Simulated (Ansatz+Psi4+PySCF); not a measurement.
# doublet CH5O: levels of theory in one basis

```xyz
7

C    -1.2191    0.0370   -0.0007
O     1.2716   -0.0984   -0.0170
H    -0.0175   -0.1304   -0.0018
H    -1.5258   -0.2425    1.0386
H    -1.4149    1.0384   -0.2531
H    -1.5436   -0.6895   -0.7575
H     1.4079    0.8489   -0.0293
```

Basis set: cc-pVTZ (spherical functions). Left uncorrelated: 2 orbitals. Correlation on ROHF uses semicanonical orbitals with singles. Charge 0, multiplicity 2.

Computed with Ansatz (development build ahead of 0.2.0) and Psi4 1.11; each method stands on the lowest determinant of its kind that the runs found.

```csv
method,E − E(ROHF) (eV),<S²> of the determinant
ROHF,0.00,0.75
UHF,-0.33,0.79
ROHF-MP2,-11.95,–
UHF-MP2,-11.92,0.79
```
